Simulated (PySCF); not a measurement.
Species: hydrazine, N₂H₄.
SMILES: `NN`

Torsions of this conformer, `[NH2:1][NH2:2]`: H–N1–N2–H 159°, H–N1–N2–H -81°.

The closed-shell ground state was solved at several levels (PySCF, density fitting, gas phase, non-relativistic). Geometry: GFN2-xTB, one conformer, isolated molecule.

```tsv
level	basis functions	total energy (Eh)	HOMO (eV)	LUMO (eV)	gap (eV)	dipole (D)
PBE0/def2-SVPD	72	-111.6675	-7.03	0.92	7.95	2.04
PBE0/pcSseg-1	54	-111.7224	-6.82	1.44	8.26	2.26
```

**Question.** Estimate the row for B3LYP/pcJ-1, a basis of 94 functions; the other rows only guide the guess.

**Answer.** Total energy -111.8754 Eh, HOMO -6.52 eV, LUMO 1.12 eV, gap 7.64 eV, dipole 2.24 D.

**Question.** Over all these levels, which gives the widest orbital gap and which the narrowest?

**Answer.** PBE0/pcSseg-1 (global hybrid, 25 % exact exchange) has the widest, 8.26 eV, and B3LYP/pcJ-1 (global hybrid, 20 % exact exchange) the narrowest, 7.64 eV. Functional and basis both differ between the two, so the spread mixes both effects.

**Question.** How far do the dipole and the HOMO energy spread over the levels?

**Answer.** The dipole runs from 2.04 to 2.26 D (mean 2.18 D) and the HOMO from -7.03 to -6.52 eV.
